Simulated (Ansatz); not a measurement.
## How methods differ on CF3 (trifluoromethyl radical)

CF3 has 4 atoms, charge 0, and is taken as a doublet. As SMILES, `F[C](F)F`. The coordinates come from a PBE0-D4/def2-TZVP relaxation.

```xyz
4

F    -1.2275    0.0249    0.2654
C    -0.0395   -0.0595   -0.2867
F     0.6589   -1.0449    0.2273
F     0.6081    1.0795   -0.2059
```

Each level gives the energy change with the C2–F4 bond stretched from 1.313 to 1.969 Å (eV). The values are calculated.

| level | kind | program | value (eV) | less FCI/STO-3G | CPU time (all runs) |
| --- | --- | --- | --- | --- | --- |
| USVWN5/STO-3G | LDA | Ansatz | 2.54 | +0.48 | 1.9 s |
| U-r2SCAN/STO-3G | meta-GGA | Ansatz | 2.26 | +0.20 | 9.4 s |
| UBHLYP/STO-3G | global hybrid | Ansatz | 2.68 | +0.62 | 3.9 s |
| UPBE0/STO-3G | global hybrid | Ansatz | 2.59 | +0.53 | 4 s |
| U-wB97X/STO-3G | range-separated hybrid | Ansatz | 2.61 | +0.55 | 18 s |
| UMP2/STO-3G | perturbation theory | Ansatz | 2.53 | +0.47 | 0.45 s |
| UCCSD(T)/STO-3G | coupled cluster or CI | Ansatz | 2.11 | +0.05 | 1.1 s |
| UCCSDT(Q)/STO-3G | coupled cluster or CI | Ansatz | 2.06 | 0.00 | 5.7 s |
| FCI/STO-3G | exact in the basis | Ansatz | 2.06 | 0.00 | 19 s |

FCI/STO-3G is exact within its basis and frozen core, so for wave-function methods in that basis the difference is their error; functionals converge differently with the basis, so for them it is only a difference. The first shape isn't each level's own minimum. The values span 2.06 to 2.68 eV. Spin contamination of the reference (⟨S²⟩ at least 0.1 too high) touches UBHLYP/STO-3G, UMP2/STO-3G, UCCSD(T)/STO-3G, UCCSDT(Q)/STO-3G. All rows use very small basis sets, so none should be taken for the real molecule's value. In so small a basis fixed costs decide the times, and correlated methods can beat functionals. CPU times are rough (shared hosts, several kinds of processor and program).
